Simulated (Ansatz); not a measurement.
Two isomers of C3H6N2: A = `NC1=NCC1`, B = `CNC1C=N1`.

Computed with Ansatz on PBE0-D4/def2-TZVP structures; ΔE is electronic, products minus reactants. CCSD(T)/CBS is the MP2 limit (def2-TZVPP, def2-QZVPP) plus CCSD(T) − MP2 in def2-TZVPP, frozen cores. DFT in def2-TZVPP. B3LYP here is the variant with VWN-RPA as its local correlation; programs differ in this. Each species was taken in one conformer, which may not be the lowest.

Which isomer does CCSD(T)/CBS put lower? Give the gap. (Estimate.)

Ansatz gave: A, by 131.4 kJ/mol.

Give E(B) − E(A) in kJ/mol with B3LYP, B3LYP-D4, r2SCAN-D4, ωB97M-V, HF/def2-TZVPP, MP2/def2-TZVPP, PBE0-D4. (An estimate is asked.)

Ansatz gave: B3LYP 132.1, B3LYP-D4 133.2, r2SCAN-D4 136.8, ωB97M-V 136.1, HF/def2-TZVPP 138.5, MP2/def2-TZVPP 131.0, PBE0-D4 143.1. None reverses the order clearly.

Largest T1 diagnostic: 0.012.

From PBE to PBE0 (25 % exact exchange), in def2-TZVPP and without D4, E(B) − E(A) moves by +6.9 kJ/mol. In def2-TZVPP, CCSD(T) changes the Hartree–Fock value by −8.0 kJ/mol (the triples alone add −1.8 kJ/mol) and MP2 by −7.4 kJ/mol.
